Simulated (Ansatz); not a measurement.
A structure relaxed at PBE0-D4/def2-TZVPD in Ansatz, charge -1, singlet:

```xyz
5

Al    0.013    0.027   -0.005
F    -0.701   -1.509    0.300
H    -1.001    0.893   -0.964
H     1.453   -0.206   -0.760
H     0.237    0.794    1.430
```

Q: Give its formula, name or SMILES and point group.

A: [AlFH3]- (AlH₃F⁻). Point group C3v (tolerance 0.1 Å).

Q: Summarise the bond lengths by kind (pairs closer than 1.2 times the sum of covalent radii, bridged metal pairs left out).

A: 1 × Al–F 1.72 Å; 3 × Al–H 1.64 Å.
